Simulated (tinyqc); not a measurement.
Worked calculation: RHF in the sto-3g basis, for NH3, spin multiplicity 1. One step of it, computed by the program tinyqc.

Problem. Orthogonalisation. S = U s U^T; symmetric (Loewdin) form X = U s^(-1/2) U^T, so that X^T S X = 1.

overlap S, lower triangle:
```
           1N 1s     1N 2s     1N 2px     1N 2py     1N 2pz     2H 1s     3H 1s     4H 1s
1N 1s   1.000000
1N 2s   0.235038  1.000000
1N 2px  0.000000  0.000000   1.000000
1N 2py  0.000000  0.000000   0.000000   1.000000
1N 2pz  0.000000  0.000000   0.000000   0.000000   1.000000
2H 1s   0.046729  0.437813   0.402427   0.000000  -0.049845  1.000000
3H 1s   0.046719  0.437761  -0.201180   0.348493  -0.049837  0.139757  1.000000
4H 1s   0.046719  0.437761  -0.201180  -0.348493  -0.049837  0.139757  0.139722  1.000000
```

Give: eigenvalues of S; X.

Solution.

eigenvalues of S: 0.338  0.432  0.432  0.962  1.017  1.428  1.428  1.963

X, lower triangle:
```
         1N 1s   1N 2s  1N 2px  1N 2py  1N 2pz   2H 1s   3H 1s  4H 1s
1N 1s    1.025
1N 2s   -0.149   1.306
1N 2px   0.000   0.000   1.131
1N 2py   0.000   0.000   0.000   1.131
1N 2pz   0.003  -0.032   0.000   0.000   1.004
2H 1s    0.022  -0.270  -0.276   0.000   0.030   1.188
3H 1s    0.022  -0.270   0.138  -0.239   0.030  -0.039   1.188
4H 1s    0.022  -0.270   0.138   0.239   0.030  -0.039  -0.039  1.188
```
